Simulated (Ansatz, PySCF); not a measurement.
Molecule: methylsilane, CH6Si (charge 0, singlet). SMILES: C[SiH3]
Geometry: optimised at B3LYP-D3(BJ)/def2-TZVP (Ansatz, a program for electronic structure).


Property: enthalpy of formation at 298 K (from the atomisation energy, B3LYP-D3(BJ)/def2-TZVP harmonic zero-point and thermal terms from PySCF, and the atoms' enthalpies of formation in the G2/97 table, which holds older values for B and Si; no spin-orbit terms, and no core term in the frozen-core levels), in kcal/mol. Correlated levels leave the core frozen unless marked. UHF or UKS for open shells. Spin-orbit coupling is left out. Non-relativistic. The coupled-cluster limit lacks core correlation, which all-electron functionals hold. CBS marks a two-point X^-3 extrapolation of the correlation energy; Hartree-Fock from the larger set. The bracket is a focal-point correction in the basis named.

Measured: -7.0 kcal/mol (G2/97 table in ASE (Curtiss et al.)); it holds spin-orbit and relativistic effects, which these rows lack, and core correlation, which the frozen-core levels lack. This is an older compilation, not checked against later work.

```csv
level,program,enthalpy of formation at 298 K (kcal/mol),error against measurement
HF/STO-3G,Ansatz,-32.9,-25.9
PBE0-D4/def2-TZVP,Ansatz + dftd4,-1.8,5.2
BHLYP-D4/def2-TZVPD,Ansatz + dftd4,-1.1,5.9
HSE06-D4/def2-TZVPD,Ansatz + dftd4,-2.2,4.8
RI-MP2/def2-TZVPP,Ansatz,8.7,15.7
CCSD/STO-3G,Ansatz,-96.3,-89.3
CCSD/cc-pV(T+d)Z,Ansatz,9.3,16.3
CCSD/def2-TZVPP,Ansatz,8.3,15.3
CCSD(T)/aug-cc-pV(D+d)Z,Ansatz,29.4,36.4
"RI-MP2/CBS(def2-TZVPPD,def2-QZVPPD)+[CCSD(T)-MP2]/def2-TZVPPD",Ansatz,-8.4,-1.4
```
